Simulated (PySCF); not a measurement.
C4H8S (charge +1 and doublet state).
SMILES with atom numbers: `[CH3:1][C@@H:2]1[S+:3][C@@H:4]1[CH3:5]` (hydrogens: H6, H7, H8 on C1; H9 on C2; H10 on C4; H11, H12, H13 on C5)

Method used: UKS B3LYP, pcH-1 on C H S, non-relativistic, mean-field spin-orbit, GIAO in PySCF. Isolated species at its GFN2-xTB geometry, gas phase. The geometry wasn't refined by DFT: couplings that depend on bond lengths, twists or pyramidal angles can differ widely from those at the functional's own minimum, by a factor of two or more for some ions and for spin on atoms past the first row.

Output of the driver script. The program numbers atoms from 0.

```
UKS, coarse grid
  cycle   1  E = -555.07686282  |g| = 3.23e-01
  cycle   2  E = -555.03555020  |g| = 4.10e-01
  cycle   3  E = -555.12172652  |g| = 6.91e-02
  cycle   4  E = -555.12367037  |g| = 4.25e-02
  cycle   5  E = -555.12460042  |g| = 4.64e-03
  cycle   6  E = -555.12462091  |g| = 1.31e-03
  cycle   7  E = -555.12462429  |g| = 6.20e-04
UKS, final grid
  cycle   1  E = -555.12464060  |g| = 5.76e-04
  cycle   2  E = -555.12464049  |g| = 9.24e-04
  cycle   3  E = -555.12464095  |g| = 1.29e-04
  cycle   4  E = -555.12464098  |g| = 6.70e-05
  cycle   5  E = -555.12464100  |g| = 1.93e-05
  cycle   6  E = -555.12464100  |g| = 2.46e-06
E = -555.12464100 Eh   <S^2> = 0.7537 (exact 0.7500)
g shifts (ppm)      1          2          3
  rmc          -240       -240       -240
  gc             -5         51         41
  oz_so          18      26841      32317
  total        -227      26652      32118
hyperfine (MHz)  atom isotope    a_iso     a_fc   dipolar eigenvalues
    0   13C      13.15      13.15     -2.91     -2.71      5.62
    1   13C      -7.91      -7.91     -4.98     -0.21      5.20
    2   33S      22.44      22.44    -95.50    -89.67    185.18
    3   13C      -7.94      -7.94     -4.99     -0.22      5.20
    4   13C      13.17      13.17     -2.91     -2.71      5.62
    5    1H      -1.01      -1.01     -2.70     -1.87      4.57
    6    1H      -1.89      -1.89     -4.03     -1.95      5.98
    7    1H      16.65      16.65     -2.07     -1.24      3.30
    8    1H      55.80      55.80     -4.66     -2.99      7.66
    9    1H      55.96      55.96     -4.67     -2.99      7.66
   10    1H      -1.03      -1.03     -2.69     -1.87      4.56
   11    1H      -1.90      -1.90     -4.04     -1.95      5.99
   12    1H      16.63      16.63     -2.06     -1.24      3.30
```

Problem. The run flagged its g tensor. What set off the flag, and which results does it touch?

Solution. The largest g shift is +0.032, past the limit of 0.03 at which the run flags a species of elements up to argon. The orbital-Zeeman/spin–orbit term is second order, a sum of spin–orbit matrix elements over excitation energies, so it grows and becomes less reliable as an excited state comes close; a shift of this size calls for a check with another method. The contact and dipolar couplings don't rest on that expansion, but they belong to the state that the SCF found, and a close-lying state with the spin in another orbital would have other couplings; no stability test was run. The run left out the spin–orbit part of the hyperfine coupling.

Problem. Where is the spin in this solution (atoms counted from 1)?

Solution. The largest Mulliken spin population is on S3 (+0.96). The unrestricted determinant has ⟨S²⟩ = 0.7537 (exact 0.7500), so spin contamination is small. 

Problem. Average a_iso over equivalent nuclei, turn it into first-order splittings with g = 2.0023, and give the multiplets for abundant isotopes (0.05 mT or more).

Solution. 
```
nuclei (from 1)  isotope    I         position  a_iso (MHz)  |a| (mT)              splits into
         H9/H10       1H  1/2  2 bonds from S3         55.9      1.99            1:2:1 triplet
        H6 (×6)       1H  1/2  3 bonds from S3          4.6      0.16  1:6:15:20:15:6:1 septet
```

Class means assume fast exchange of nuclei equivalent by connectivity; if that motion is slow, each nucleus keeps its own coupling. The six 1H nuclei of mean +4.6 MHz run from -1.9 to 16.6 MHz in the frozen geometry.
